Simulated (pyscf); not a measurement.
Structures and frequencies: ωB97X-D3(BJ)/def2-SVP in PySCF. Correlated levels are frozen-core, on RHF or UHF. ΔMP2 is the change of the MP2 total energy from the triple- to the quadruple-zeta basis.

Problem. PBE/def2-TZVP puts the barrier of `[OH][GeH3]` -> `[GeH2]` [singlet] + `[OH2]` (1,1-elimination; singlet surface; Ge–O, Ge–H broken, H–O formed) at 51.5 kcal/mol and the reaction energy at +43.4 kcal/mol, from the reactant's lowest minimum found. What do r²SCAN/def2-TZVP, PBE0-D3(BJ)/def2-TZVP, CCSD(T)/def2-TZVPP + ΔMP2(QZVPP) give on the same structures?

Solution. r²SCAN: ΔE‡ = 57.2 kcal/mol, ΔE = +49.2 kcal/mol; PBE0-D3(BJ): ΔE‡ = 59.3 kcal/mol, ΔE = +46.4 kcal/mol; CCSD(T): ΔE‡ = 62.3 kcal/mol, ΔE = +44.9 kcal/mol. PBE's barrier lies under all of them, by 5.7 to 10.7 kcal/mol. Its reaction energy lies under all of them, by 1.5 to 5.7 kcal/mol. On the product side the descent ends in an adduct with a Ge–O contact, 16.6 kcal/mol under the separated species and 33.0 kcal/mol under the saddle at ωB97X-D3(BJ)/def2-TZVP. What is counted as broken (Ge–O) persists as a longer contact in the product adduct; parting that adduct is a step of its own. At ωB97X-D3(BJ) the barrier from the zero used here is 64.6 kcal/mol. One saddle was located; it need not be the lowest between these sides. The CCSD(T) − MP2 part came from Ansatz, without density fitting, on the same reference. The frozen core leaves the outer d or s,p core shells of the metals and heavy elements correlated in the MP2 and CC values, and def2-TZVPP describes them poorly, which can shift differences by a few kcal/mol. Elements up to Kr have no core potential and no relativistic terms here.
